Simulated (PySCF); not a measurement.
# C₄H₉F: fields and orbitals

For C₄H₉F, the scripts below pull one bond apart with RHF, UHF and CASSCF, compute its lowest excited states and localise its valence orbitals.

Computed with PySCF 2.14.0. Level: levels as typed in each script, gas phase, geometry from GFN2-xTB.

## Step 1: Where the work starts

SMILES `CCCCF`, 14 atoms, charge 0, spin multiplicity 1.

Bond lengths: C1–C2 1.523 Å, C1–H6 1.087 Å, C1–H7 1.088 Å, C1–H8 1.088 Å, C2–C3 1.528 Å, C2–H9 1.093 Å, C2–H10 1.091 Å, C3–C4 1.521 Å, C3–H11 1.092 Å, C3–H12 1.092 Å, C4–F5 1.376 Å, C4–H13 1.095 Å, C4–H14 1.095 Å. Angles: C2–C1–H6 110.5°, C2–C1–H7 110.6°, C2–C1–H8 110.6°, H6–C1–H7 108.4°, H6–C1–H8 108.4°, H7–C1–H8 108.4°, C1–C2–C3 111.7°, C1–C2–H9 109.5°, C1–C2–H10 109.6°, C3–C2–H9 109.3°, C3–C2–H10 108.9°, H9–C2–H10 107.8°, C2–C3–C4 112.0°, C2–C3–H11 109.5°, C2–C3–H12 110.1°, C4–C3–H11 108.8°, C4–C3–H12 108.1°, H11–C3–H12 108.3° and more.

As a file:

```mol
C4H9F
  3D, bonds by distance, orders not assigned

 14 13  0  0  0  0  0  0  0  0999 V2000
    2.3693    0.1203   -0.1365 C   0  0
    0.9435    0.3433    0.3497 C   0  0
   -0.0184   -0.6951   -0.2252 C   0  0
   -1.4461   -0.4737    0.2509 C   0  0
   -1.9406    0.7129   -0.2385 F   0  0
    3.0342    0.8742    0.2775 H   0  0
    2.7287   -0.8601    0.1693 H   0  0
    2.4170    0.1797   -1.2215 H   0  0
    0.9189    0.2926    1.4408 H   0  0
    0.6069    1.3386    0.0539 H   0  0
   -0.0002   -0.6444   -1.3157 H   0  0
    0.2883   -1.6986    0.0757 H   0  0
   -2.1178   -1.2599   -0.1093 H   0  0
   -1.5007   -0.4063    1.3426 H   0  0
  1  2  8  0
  2  3  8  0
  3  4  8  0
  4  5  8  0
  1  6  8  0
  1  7  8  0
  1  8  8  0
  2  9  8  0
  2 10  8  0
  3 11  8  0
  3 12  8  0
  4 13  8  0
  4 14  8  0
M  END
```

## Step 2: Stretching a bond (6-31g*)

input.py reads:

```python
import numpy as np
from pyscf import gto, scf, mcscf

mol = gto.M(atom='''
C      2.36933     0.12031    -0.13653
C      0.94350     0.34330     0.34970
C     -0.01841    -0.69513    -0.22517
C     -1.44608    -0.47374     0.25089
F     -1.94060     0.71286    -0.23854
H      3.03418     0.87422     0.27753
H      2.72872    -0.86015     0.16933
H      2.41699     0.17975    -1.22151
H      0.91889     0.29264     1.44085
H      0.60694     1.33859     0.05395
H     -0.00020    -0.64441    -1.31573
H      0.28832    -1.69863     0.07573
H     -2.11780    -1.25992    -0.10926
H     -1.50072    -0.40627     1.34264
''', basis='6-31g*', charge=0, spin=0, verbose=4)
# stretch the bond between atoms 3 and 4, from long to short, fragments rigid
a, b, move = 2, 3, [3, 4, 12, 13]
xyz = mol.atom_coords(unit='Angstrom')
u = xyz[b] - xyz[a]
r0 = np.linalg.norm(u)
rows, last, dm_u = [], None, None
for r in [4.26, 3.34, 2.74, 2.36, 2.05, 1.82, 1.67, 1.52, 1.4]:
    new = xyz.copy()
    new[move] += u / r0 * (r - r0)
    m = mol.set_geom_(new, unit='Angstrom', inplace=False)
    rhf = scf.RHF(m).density_fit(auxbasis='def2-universal-jkfit').run()
    uhf = scf.UHF(m).density_fit(auxbasis='def2-universal-jkfit').newton()
    if dm_u is None:
        c = rhf.mo_coeff
        h = m.nelectron // 2 - 1
        ca, cb = c.copy(), c.copy()
        ca[:, h], cb[:, h] = (c[:, h] + c[:, h + 1]) / 2**.5, (c[:, h] - c[:, h + 1]) / 2**.5
        dm_u = np.array([x[:, :h + 1] @ x[:, :h + 1].T for x in (ca, cb)])
    uhf.kernel(dm0=dm_u)
    for _ in range(3):
        c, _, stable, _ = uhf.stability(return_status=True)
        if stable:
            break
        uhf.kernel(c, uhf.mo_occ)
    dm_u = uhf.make_rdm1()
    mc = mcscf.CASSCF(rhf, 2, 2)
    mc.natorb = True
    mc.fix_spin_(ss=0)
    guess = mcscf.addons.make_natural_orbitals(uhf)[1] if last is None else mcscf.project_init_guess(mc, last.mo_coeff, last.mol)
    mc.kernel(guess)
    last = mc
    act = slice(mc.ncore, mc.ncore + mc.ncas)
    print('r %.3f  RHF %.6f  UHF %.6f  <S^2> %.3f  CASSCF %.6f  occupations' % (r, rhf.e_tot, uhf.e_tot, uhf.spin_square()[0], mc.e_tot), mc.mo_occ[act].round(4))
    rows.append((new, rhf.e_tot, uhf.e_tot, uhf.spin_square()[0], mc.e_tot, mc.mo_occ[act], mc.mo_coeff[:, act], dm_u[0] - dm_u[1], rhf.converged and uhf.converged and mc.converged))
    np.savez('result.npz', **{k: [row[i] for row in rows] for i, k in enumerate('xyz rhf uhf s2 cas occ c spin ok'.split())})
```

Run with:

```bash
$ OMP_NUM_THREADS=1 python input.py
```

## Step 4: Excited states (BHandHLYP/6-31+g*)

input.py reads:

```python
import numpy as np
from pyscf import gto, scf, dft, tdscf
from pyscf.scf import atom_ks, atom_hf
from scipy.linalg import block_diag

def solve(mol, dm0=None, hcore=None):
    mf = (dft.UKS if mol.spin else dft.RKS)(mol, xc='bhandhlyp')
    mf.grids.level = 3
    mf = mf.density_fit(auxbasis='def2-universal-jkfit')
    mf.conv_tol, mf.max_cycle = 1e-8, 80
    if hcore is not None:
        mf.get_hcore = lambda *args: hcore
    mf.kernel(dm0)
    if not mf.converged:
        mf = mf.newton().run(mf.mo_coeff, mf.mo_occ, max_cycle=30)
    assert mf.converged, 'SCF not converged'
    return mf

mol = gto.M(atom='''
C      2.36933     0.12031    -0.13653
C      0.94350     0.34330     0.34970
C     -0.01841    -0.69513    -0.22517
C     -1.44608    -0.47374     0.25089
F     -1.94060     0.71286    -0.23854
H      3.03418     0.87422     0.27753
H      2.72872    -0.86015     0.16933
H      2.41699     0.17975    -1.22151
H      0.91889     0.29264     1.44085
H      0.60694     1.33859     0.05395
H     -0.00020    -0.64441    -1.31573
H      0.28832    -1.69863     0.07573
H     -2.11780    -1.25992    -0.10926
H     -1.50072    -0.40627     1.34264
''', basis='6-31+g*', charge=0, spin=0, verbose=4)
mf = solve(mol)
td = mf.TDA()
td.nstates, td.singlet, td.conv_tol = 5, True, 1e-5
td.kernel()
td.analyze()
x, y = np.array([p[0] for p in td.xy]), np.array([p[1] + 0 * p[0] for p in td.xy])
f, mu = td.oscillator_strength(), td.transition_dipole()
nto = [td.get_nto(state=i + 1, verbose=4) for i in range(len(td.e))]
# spherically averaged free atoms, for the promolecule
atm = atom_ks.get_atm_nrks(mol, xc='bhandhlyp')
pro = block_diag(*[(atm[a[0]][2] * atm[a[0]][3]) @ atm[a[0]][2].T for a in mol._atom])
np.savez('result.npz', e=td.e, f=f, ok=td.converged, w=[n[0] for n in nto], nto=[n[1] for n in nto], x=x, y=y, c=mf.mo_coeff, occ=mf.mo_occ, eps=mf.mo_energy, pro=pro, mu=mu)
```

## Step 6: Localised orbitals (CAM-B3LYP/def2-svp)

input.py reads:

```python
import numpy as np
from pyscf import gto, scf, dft, lo
from pyscf.data.elements import chemcore

def solve(mol, dm0=None, hcore=None):
    mf = (dft.UKS if mol.spin else dft.RKS)(mol, xc='camb3lyp')
    mf.grids.level = 3
    mf = mf.density_fit(auxbasis='def2-universal-jkfit')
    mf.conv_tol, mf.max_cycle = 1e-8, 80
    if hcore is not None:
        mf.get_hcore = lambda *args: hcore
    mf.kernel(dm0)
    if not mf.converged:
        mf = mf.newton().run(mf.mo_coeff, mf.mo_occ, max_cycle=30)
    assert mf.converged, 'SCF not converged'
    return mf

mol = gto.M(atom='''
C      2.36933     0.12031    -0.13653
C      0.94350     0.34330     0.34970
C     -0.01841    -0.69513    -0.22517
C     -1.44608    -0.47374     0.25089
F     -1.94060     0.71286    -0.23854
H      3.03418     0.87422     0.27753
H      2.72872    -0.86015     0.16933
H      2.41699     0.17975    -1.22151
H      0.91889     0.29264     1.44085
H      0.60694     1.33859     0.05395
H     -0.00020    -0.64441    -1.31573
H      0.28832    -1.69863     0.07573
H     -2.11780    -1.25992    -0.10926
H     -1.50072    -0.40627     1.34264
''', basis='def2-svp', charge=0, spin=0, verbose=4)
mf = solve(mol)
occ_all = mf.mo_coeff[:, mf.mo_occ > 0]
occ = occ_all[:, chemcore(mol):]
loc = lo.ibo.ibo(mol, occ, iaos=lo.iao.iao(mol, occ_all))
fock, s = mf.get_fock(), mf.get_ovlp()
ortho = lo.orth_ao(mol, 'meta_lowdin')
ortho = lo.vec_lowdin(lo.iao.iao(mol, occ_all), s)
labels = lo.iao.reference_mol(mol).ao_labels(fmt=None)
vir = lo.vvo.livvo(mol, occ_all, mf.mo_coeff[:, mf.mo_occ == 0])
both = np.hstack([loc, vir])
p = (ortho.T @ s @ both) ** 2
pop = np.array([p[[l[0] == a for l in labels]].sum(0) for a in range(mol.natm)])
spd = np.array([[p[[l[0] == a and l[2][-1] == k for l in labels]].sum(0) for k in 'spd'] for a in range(mol.natm)])
eps = np.einsum('pi,pq,qi->i', both, fock, both)
for i in np.argsort(eps):
    top = np.argsort(-pop[:, i])[:3]
    print('%3d %s %9.4f Eh ' % (i + 1, 'occ' if i < loc.shape[1] else 'vir', eps[i]), '  '.join('%s%d %.3f' % (mol.atom_symbol(a), a + 1, pop[a, i]) for a in top))
np.savez('result.npz', c=both, nocc=loc.shape[1], pop=pop, spd=spd, eps=eps, e=mf.e_tot)
```

(Steps that only read results are left out.)

**Question.** What will these runs give? Wanted: lowest singlet excitation.

**Answer**, as computed:

```
                                                     quantity           value
        cost of the stretch to 4.3 Å, CASSCF and RHF (6-31g*)  4.2 and 8.8 eV
                lowest singlet excitation (BHandHLYP/6-31+g*)         9.12 eV
localised occupied orbitals above −45 eV (CAM-B3LYP/def2-svp)              16
```

What this shows: RHF rises too steeply at long distance, since it keeps both electrons in one orbital and so mixes in ionic fragments. All values hold at the given geometry, in the gas phase.
